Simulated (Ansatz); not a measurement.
Wavefunction ladder for `C/C=C/O`

```xyz
10

C     0.7934   -0.3785    1.1286
C    -0.2815   -0.2441    0.1038
C    -0.2076    0.5793   -0.9351
O    -1.1398    0.7556   -1.9028
H     1.1800   -1.4015    1.1762
H     1.6332    0.2837    0.9062
H     0.4295   -0.1293    2.1306
H    -1.1715   -0.8610    0.2242
H     0.6543    1.2164   -1.1068
H    -1.8901    0.1794   -1.7250
```

Total charge 0; spin multiplicity 1. The geometry is a stationary point of PBE0-D4/def2-TZVP. It is one conformer, not always the lowest. Frozen core, restricted reference, Ansatz. CBS rows extrapolate triple and quadruple zeta; past MP2 they add the triple-zeta difference.

| basis | HF (Eh) | MP2 corr. | CCSD corr. | (T) | CCSD(T) total |
| --- | --- | --- | --- | --- | --- |
| def2-SVP | -191.78946 | -0.59806 | -0.63890 | -0.01932 | -192.44768 |
| def2-TZVPP | ? | ? | ? | -0.03155 | ? |
| def2-QZVPP | -192.02179 | -0.79290 | – | – | – |
| CBS(def2) | -192.02303 | -0.83101 | ? | as TZ | ? |

Problem. Fill in the withheld values. (Estimate.)

Solution. Computed: def2-TZVPP HF (Eh): -192.01276; def2-TZVPP MP2 corr.: -0.74146; def2-TZVPP CCSD corr.: -0.77219; def2-TZVPP CCSD(T) total: -192.81650; CBS(def2) CCSD corr.: -0.86174; CBS(def2) CCSD(T) total: -192.91632.
